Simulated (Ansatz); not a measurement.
Reaction (SMILES): [SiH3] (SiH3) → 3 H atom + Si atom
B3LYP-D3(BJ)/def2-TZVP geometries, fixed; electronic energies without zero-point terms.
Largest species:
```
Si
H 1 1.4828
H 1 1.4828 2 111.02
H 1 1.4828 2 111.02 3 124.02
```
Charge 0, spin multiplicity 2.

The atomisation energy at CCSD(T) with Ansatz (a program for electronic structure), in kcal/mol, split into its Hartree-Fock and correlation parts. Cores are frozen. Open shells are unrestricted. No added dispersion term, no relativity. Functions are those of the species that has most.

```csv
basis,X,functions,Hartree-Fock,CCSD(T)
cc-pV(D+d)Z,2,38,177.08,212.93
cc-pV(T+d)Z,3,81,179.88,223.20
cc-pV(Q+d)Z,4,154,180.66,226.73
```

Worked estimate of the basis-set limit from each neighbouring pair, with Hartree-Fock from the larger set and the correlation part extrapolated as X^-3.
Correlation parts: X = 2: 35.85, X = 3: 43.32, X = 4: 46.07.
- (2,3): (27·(43.32) - 8·(35.85))/19 = 46.47; with Hartree-Fock 179.88 the estimate is 226.35 kcal/mol.
- (3,4): (64·(46.07) - 27·(43.32))/37 = 48.08; with Hartree-Fock 180.66 the estimate is 228.74 kcal/mol.
The last two estimates differ by 2.39 kcal/mol; the largest set lies 2.01 from the last. Over the last step Hartree-Fock moves by 0.78 and the correlation part by 2.75.
